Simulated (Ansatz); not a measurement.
For zinc-blende InSb, LDA (Ansatz, a quantum-chemistry and plane-wave program, PAW) gives:

- lattice constant a = 6.450 Å
- enthalpy of formation = -0.087 eV/atom

Question: What does r²SCAN-D4 in Ansatz (PAW) give for the same quantities?

Answer: 
- lattice constant a: 6.532 Å (rises by 1.3 %)
- formation enthalpy: -0.225 eV/atom (moves by -0.138 eV/atom)

For comparison: lattice constant a 6.468 Å (measured, static lattice: zero-point anharmonic expansion removed; as tabulated in Mejia-Rodriguez and Trickey (2018), arXiv:1807.09216); formation enthalpy -0.16 eV/atom (measured, 298 K, no zero-point or thermal correction; as tabulated in Zhang et al. (2018), doi:10.1038/s41524-018-0065-z).

Changes are worked out from the printed values.

Unless a cell is named, each level is at its own relaxed cell (LDA 33.54, r²SCAN-D4 34.83 Å³/atom).

Levels without +SOC leave out spin–orbit coupling, which shifts energies and cells of such heavy elements.

Ansatz's density-functional and Hartree–Fock values are scalar-relativistic unless marked +SOC, with PAW data made under PBE.
